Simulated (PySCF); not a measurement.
# A diatomic session: Si₂

What are the lowest state that PBE0 finds, the bond length, vibrational wavenumber and bond energy of Si₂, and how much do these hang on the method?

Method: Si def2-TZVPPD, no relativity; program: PySCF 2.14.0.

**1. Set-up**

A driver script around PySCF takes these settings:

- atoms: Si, Si
- charge: 0
- basis: Si def2-TZVPPD
- Hamiltonian: no relativity
- basis functions: 96
- electrons treated: 28
- masses in u: 27.9769, 27.9769
- levels: PBE0, PBE, r²SCAN, B97-3, MN15, TPSSh, M06-2X, r²SCAN0, LC-ωPBE, HF, MP2, SCS-MP2, CCSD, CCSD(T)
- grid: 80 radial by 434 angular points
- occupations: held fixed by the projection of orbital angular momentum
- dissociation limit: Si + Si, each in its ground configuration
- starting distance in angstrom: 2.230
- values of 2S to try: 0, 2, 4

Launch:

```sh
$ OMP_NUM_THREADS=2 python dia.py task.json out
```

After this run come: PBE0 along the bond; Excited determinants; PBE; r²SCAN; B97-3 (global hybrid GGA); MN15 (hybrid meta-GGA); TPSSh (hybrid meta-GGA); M06-2X (hybrid meta-GGA); r²SCAN0; LC-ωPBE; UHF (mean field); Adding correlation.

Before running it: what results should come out? Wanted: for each run, Re; ωe; De.

As calculated:

Lowest PBE0 solution found, without spin–orbit coupling: ³Σg⁻ (triplet), unpaired electrons π ↑↑. State 2 has its PBE0 minimum 0.16 eV higher. State 3 has its PBE0 minimum 0.20 eV higher, as a spin-mixed determinant (⟨S²⟩ = 1.01), so this is no gap between pure states. State 4 has its PBE0 minimum 0.30 eV higher, as a spin-mixed determinant (⟨S²⟩ = 1.02), so this is no gap between pure states. The other levels ran on the lowest alone.

```csv
level,Re (Å),ωe (cm⁻¹),De (eV)
UHF,2.217,576,1.84
UHF-MP2,2.250,522,3.07
UHF-SCS-MP2,2.242,534,2.92
UHF-CCSD,2.246,530,2.92
UHF-CCSD(T),2.260,512,3.10
PBE,2.284,485,3.55
r²SCAN,2.261,510,3.40
TPSSh,2.261,510,3.35
PBE0,2.253,521,3.36
r²SCAN0,2.240,534,3.24
B97-3,2.259,512,3.40
MN15,2.223,532,3.44
M06-2X,2.236,535,3.53
LC-ωPBE,2.205,576,3.08
```

De is counted to Si + Si in their ground configurations.

Differences from CCSD(T) in the same basis:

```csv
level,Re (mÅ),ωe (%)
UHF,-43,+12.6
UHF-MP2,-9,+2.0
UHF-SCS-MP2,-18,+4.4
UHF-CCSD,-14,+3.7
PBE,+25,-5.2
r²SCAN,+1,-0.3
TPSSh,+1,-0.3
PBE0,-7,+1.8
r²SCAN0,-19,+4.4
B97-3,0,+0.2
MN15,-37,+4.1
M06-2X,-24,+4.6
LC-ωPBE,-54,+12.7
```

Judged by CCSD(T) in the same basis: best bond length B97-3 (0 mÅ), worst LC-ωPBE (-54 mÅ); best wavenumber B97-3 (+0.2 %), worst LC-ωPBE (+12.7 %). Hartree–Fock falls on the short and stiff side, its usual fault. PBE has the long and soft bond that GGAs tend to give. Among the levels with a De in the table, it runs from 1.84 eV (UHF) to 3.55 eV (PBE).

Correlated steps freeze 10 core orbitals.
